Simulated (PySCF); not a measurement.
## Exact simulation of a proton spin system

Molecule: SMILES C(#C)/C=C/OC, C5H6O.

Bonds (- single, = double, # triple, : aromatic): C1#C2 1.215 Å, C2-C3 1.419 Å, C3=C4 1.351 Å, C4-O5 1.332 Å, O5-C6 1.404 Å. C1 carries H7; C3 carries H8; C4 carries H9; C6 carries H10, H11, H12. Stereochemistry as in C#C/C=C/OC.

How the numbers were obtained: B3LYP/pcJ-1 coupling constants (without the spin–dipole term), σ from GIAO-KT3/pcSseg-2, PBE0-D3(BJ)/def2-SVP structure, in PySCF 2.14 (one conformer, isolated molecule, non-relativistic, fast rotation and ring inversion assumed for equivalent nuclei).

References, each an isolated molecule treated in the same way: TMS for 1H (31.35 ppm).

Shifts (ppm): H7 2.79, H8 4.82, H9 7.25, H10/H11/H12 3.51.
Couplings (Hz): H7–H8: -3.7; H7–H9: 0.9; H8–H9: 14.3; H8–H10, H8–H11, H8–H12: -0.5; H9–H10, H9–H11, H9–H12: -0.7; H10–H11, H10–H12, H11–H12: -11.7.

The 6-spin Hamiltonian (Zeeman plus full scalar coupling among like nuclei) was diagonalised exactly; lines are Lorentzian, 0.7 Hz wide, and the maxima above 3 % are listed with the tallest set to 100.

Task: Give the 1H peak list of this spin system at 100 MHz.

Result: 
```csv
Hz,ppm,height
733.1,7.331,9
732.4,7.324,12
731.7,7.317,9
718.8,7.188,10
718.1,7.181,13
717.4,7.174,10
491.0,4.910,8
490.6,4.906,8
487.3,4.873,9
486.9,4.869,9
476.7,4.767,7
476.3,4.763,7
473.0,4.730,8
472.6,4.726,8
351.0,3.510,100
281.2,2.812,17
280.4,2.804,17
277.6,2.776,16
276.7,2.767,16
```

Task: And at 600 MHz?

Result: 
```
    Hz    ppm  height
4357.9  7.263       9
4357.2  7.262      12
4356.5  7.261       9
4343.6  7.239      10
4342.9  7.238      13
4342.2  7.237      10
2901.2  4.835       8
2900.8  4.835       8
2897.5  4.829       8
2897.1  4.829       8
2886.9  4.811       8
2886.5  4.811       8
2883.2  4.805       8
2882.8  4.805       8
2106.0  3.510     100
1676.3  2.794      16
1675.4  2.792      16
1672.6  2.788      16
1671.7  2.786      16
```

Task: Among coupled protons with different shifts, which pair is furthest from first order, and how does the field change that?

Result: H8 and H9: Δν/J is about 17.0 at 100 MHz (close to first order) and 102.0 at 600 MHz (close to first order). J in Hz doesn't depend on the field, while Δν in Hz grows in proportion to it.

Unscaled 3J(H,H) at this level run about 10 % above measured values.
